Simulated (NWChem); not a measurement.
Total energies of sulfur dioxide (O$_{2}$S)

```xyz
3

O      1.2504     0.0000    -0.3713
S      0.0000     0.0000     0.3713
O     -1.2504     0.0000    -0.3713
```
Charge 0, spin multiplicity 1.

Everything below was run with NWChem. Structure: optimised with PBE0/def2-SVP, a minimum by its harmonic frequencies.

Basis set: def2-SVP (46 functions).

```csv
method,total energy (Ha)
RHF,-546.92233
MP2,-547.44716
B2PLYP,-548.08685
PBE,-548.04075
B3LYP,-548.35684
r2SCAN,-548.25146
CCSD(T),-547.46435
```

Total energies of different functionals aren't comparable as a measure of quality: only differences taken within one method are. 

The correlated methods keep 7 core orbitals frozen. B3LYP has NWChem's definition, with VWN1-RPA local correlation. Coupled-cluster values serve here as a point of comparison, not as the truth.
